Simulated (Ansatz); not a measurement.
**Fe$_{9}$Co$_{7}$ (Pm-3m)**

The calculation used DFT r2SCAN, scalar-relativistic, plane waves, PAW in Ansatz 0.2.0.

Plane waves to 500 eV, a k mesh through Γ of 6×6×6 on the computed 16-atom cell and Gaussian smearing (0.10 eV); collinear spin from starting moments 3.34 3.34 3.34 3.34 3.34 3.34 3.34 3.34 2.91 2.12 2.13 2.12 2.12 2.13 2.13 2.13 μB.

The structure is relaxed at this level of theory with its symmetry kept. Whether it is the stable form of this composition wasn't checked.

```cif
data_structure
_symmetry_space_group_name_H-M 'Pm-3m'
_symmetry_Int_Tables_number 221
_cell_length_a 5.6744
_cell_length_b 5.6744
_cell_length_c 5.6744
_cell_angle_alpha 90.000
_cell_angle_beta 90.000
_cell_angle_gamma 90.000
_cell_volume 182.71
loop_
_atom_site_label
_atom_site_type_symbol
_atom_site_symmetry_multiplicity
_atom_site_Wyckoff_symbol
_atom_site_fract_x
_atom_site_fract_y
_atom_site_fract_z
_atom_site_occupancy
Fe1 Fe 8 g 0.74961 0.74961 0.74961 1
Fe2 Fe 1 a 0.00000 0.00000 0.00000 1
Co1 Co 3 c 0.00000 0.50000 0.50000 1
Co2 Co 3 d 0.50000 0.00000 0.00000 1
Co3 Co 1 b 0.50000 0.50000 0.50000 1
```

| Quantity | Value |
| --- | --- |
| Space group | Pm-3m (No. 221) |
| Volume per atom | 77.1 bohr³ |
| Formation energy from the elements' standard states (uncorrected) | -0.218 eV/atom |
| Generalised Kohn–Sham band gap | none (metal) |
| Density of states at the Fermi level | 3.26 states/eV per cell |
| Löwdin character within 0.5 eV of the Fermi level | Fe 3d 53 %, Co 3d 21 %, Fe 4s 10 %, Co 4s 7 %, unprojected 9 % |
| Total moment | 38.46 μB per cell |
| Site moments (μB; atoms counted from 1 over the whole cell) | Fe (atom 1) 3.04, Fe (atom 2) 3.04, Fe (atom 3) 3.04, Fe (atom 4) 3.04, Fe (atom 5) 3.04, Fe (atom 6) 3.04, Fe (atom 7) 3.04, Fe (atom 8) 3.04, Fe (atom 9) 2.65, Co (atom 10) 1.93, Co (atom 11) 1.94, Co (atom 12) 1.93, Co (atom 13) 1.93, Co (atom 14) 1.94, Co (atom 15) 1.94, Co (atom 16) 1.94 |

The state reached may not be the lowest one. Only parallel moments were tried here.

Only this magnetic start was tried.

Cost: 1 run of about 14 core-minutes, on Intel Xeon Processor @ 2.50GHz (Skylake/Cascade Lake) (shared hosts).